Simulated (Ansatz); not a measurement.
# CH₂ClSi radical (SMILES [SiH]=CCl): functionals against CCSD(T) at one geometry

The task here is to estimate one member of a computed series from the others.

Computed with Ansatz 0.2.0, Gaussian basis. Level: single points in def2-TZVPP.

Correlated methods freeze the cores. Orbitals are unrestricted.

### The starting structure

SMILES `[SiH]=CCl`, 5 atoms, charge 0, spin multiplicity 2.

Atoms are counted from 1 here; the program's logs count them from 0.

Bond lengths: Si1–C2 1.864 Å, Si1–H4 1.578 Å, C2–Cl3 1.846 Å, C2–H5 1.049 Å. Angles: C2–Si1–H4 104.2°, Si1–C2–Cl3 117.9°, Si1–C2–H5 121.6°, Cl3–C2–H5 112.2°.

As a file:

```csv
atom,x (Å),y (Å),z (Å)
Si1,-0.50230,0.96940,-0.76610
C2,0.30970,-0.33370,0.29120
Cl3,2.15310,-0.43610,0.27400
H4,-1.94380,0.39410,-1.05230
H5,-0.09410,-0.62100,1.21590
```

Set-up of the first run:

Contents of run/in.yaml:

```yaml
crystal:
  periodic: [false, false, false]
  atoms:
    - {symbol: Si, position_ang: [-0.502300, 0.969400, -0.766100]}
    - {symbol: C, position_ang: [0.309700, -0.333700, 0.291200]}
    - {symbol: Cl, position_ang: [2.153100, -0.436100, 0.274000]}
    - {symbol: H, position_ang: [-1.943800, 0.394100, -1.052300]}
    - {symbol: H, position_ang: [-0.094100, -0.621000, 1.215900]}
basis:
  gaussian: {orbitals: def2-TZVPP}
magnetization: {spin_polarized: true, initial_magnetization: 1}
correlation: {method: ccsd_t}
scf: {omitted_lower_state_checks: [cluster_reference]}
output: {forces: true}
```

No record of the launch command was kept for these runs.

Steps of the session up to this table: CCSD(T)/def2-TZVPP; PBE0-D4/def2-TZVPP; wB97M-V/def2-TZVPP; r2SCAN-D4/def2-TZVPP; PBE-D4/def2-TZVPP; revPBE-D4/def2-TZVPP; r2SCANh-D4/def2-TZVPP.

One table of the session follows, with a row left open; its other results are not shown here.

```
    method  RMS force component (eV/Å)  angle to CCSD(T) forces (°)  dipole (D)
   CCSD(T)                       1.035                    reference        1.31
   PBE0-D4                       1.143                          4.5        1.35
   wB97M-V                       1.059                          4.8        1.30
 r2SCAN-D4                           ?                            ?           ?
    PBE-D4                       1.134                          9.1        1.15
 revPBE-D4                       1.092                          9.0        1.13
r2SCANh-D4                       1.099                          4.2        1.37
```

Estimate the missing values for r2SCAN-D4.

As computed: RMS force component (eV/Å): 1.098; angle to CCSD(T) forces (°): 5.7; dipole (D): 1.31. In the column «RMS force component (eV/Å)» it lies between revPBE-D4 (1.092) and r2SCANh-D4 (1.099).

To keep in mind: The unrestricted reference is spin-contaminated, which hurts MP2 most.
